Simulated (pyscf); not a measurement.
`[O]=[CrH]([OH])([F])[F]` -> `[O]=[Cr](=[O])([F])[F]` + `[H][H]` (elimination; singlet surface; Cr–H, H–O broken, H–H formed). Optimised with ωB97X-D3(BJ)/def2-SVP in PySCF. Energies in kJ/mol from the reactant's lowest minimum found.

| level | barrier | reaction energy |
|---|---|---|
| ωB97X-D3(BJ)/def2-TZVP | (withheld) | -57.4 |
| PBE/def2-TZVP | 99.6 | -75.6 |
| r²SCAN/def2-TZVP | (withheld) | (withheld) |
| B3LYP-D3(BJ)/def2-TZVP | 129.1 | -63.6 |
| PBE0-D3(BJ)/def2-TZVP | 126.0 | -52.8 |
| ωB97M-D3(BJ)/def2-TZVP | 143.3 | -48.0 |

Task: Complete the blanks.

Result: 
- ωB97X-D3(BJ)/def2-TZVP, barrier: 139.7
- r²SCAN/def2-TZVP, barrier: 107.4
- r²SCAN/def2-TZVP, reaction energy: -72.0

The functionals in the table span 43.7 kJ/mol in this barrier, from PBE to ωB97M-D3(BJ). At the saddle there is also a short Cr–H contact that neither side keeps. This is the saddle that the search found; another between the same sides may lie lower.
